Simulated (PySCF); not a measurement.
N2O.
SMILES with atom numbers: `[N:1]#[N+:2][O-:3]`

Method used: core-valence-separated Tamm–Dancoff BHandHLYP/aug-pcX-1 in PySCF, non-relativistic, gas phase, PBE0-D3(BJ)/def2-SVP geometry. No empirical shift is added; at this level the pattern usually sits a few eV under experiment.

Problem. Give energies, oscillator strengths and core holes at the O K edge.

Solution. 
```tsv
E (eV)	f	core hole on	main final orbital	polarisation
533.07	0.0623	O3	LUMO/LUMO+1 (2 roots, f summed)	across the axis
534.65	0.0343	O3	LUMO+2 (64 %)	along the axis
537.37	0.0267	O3	LUMO+3 (34 %)	along the axis
537.85	0.0087	O3	LUMO+4/LUMO+5 (2 roots, f summed)	across the axis
538.71	0.0098	O3	LUMO+3 (44 %)	along the axis
```

The first line with a tenth or more of the strongest one's intensity is at 533.07 eV (f = 0.062, sum of 2), with the hole on O3 (oxygen bonded to N), polarised across the axis. It is also the strongest listed.

Problem. What does the N 1s absorption edge look like?

Solution. 
| E (eV) | f | core hole on | main final orbital | polarisation |
| --- | --- | --- | --- | --- |
| 398.58 | 0.1256 | N1 | LUMO/LUMO+1 (2 roots, f summed) | across the axis |
| 401.73 | 0.1519 | N2 | LUMO/LUMO+1 (2 roots, f summed) | across the axis |
| 403.16 | 0.0073 | N1 | LUMO+2 (84 %) | along the axis |
| 404.94 | 0.0116 | N1 | LUMO+3 (89 %) | along the axis |
| 405.11 | 0.0113 | N1 | LUMO+4/LUMO+5 (2 roots, f summed) | across the axis |
| 406.20 | 0.0031 | N2 | LUMO+2 (76 %) | along the axis |
| 406.66 | 0.0048 | N1 | LUMO+6 (77 %) | along the axis |
| 407.01 | 0.0278 | N1 | LUMO+12 (61 %) | along the axis |

The first line with a tenth or more of the strongest one's intensity is at 398.58 eV (f = 0.126, sum of 2), with the hole on N1 (nitrogen bonded to N), polarised across the axis: a 1s→π* resonance. The strongest listed is at 401.73 eV (f = 0.152, sum of 2; N2, 1s→π*).

Roots within 0.03 eV whose holes lie on the same, on equivalent or on shared atoms are summed into one line, and the highest roots are left out, as the search may have cut off their partners. Final orbitals are the ground state's empty Kohn–Sham orbitals.

Problem. What are the wavelength and the wavenumber of the 537.37 eV line?

Solution. λ = 12398.42 eV Å/537.37 eV = 23.072 Å; 4.3342 × 10⁶ cm⁻¹.

The ionisation thresholds weren't computed; near and above them a finite basis only mimics Rydberg series and continuum.

Hardware: one thread of an Intel Xeon Platinum 8375C at 2.90 GHz, no GPU, shared host with 64 logical CPUs at a one-minute load of 27. Cost: 1.4 s, 0.34 GiB resident at most.
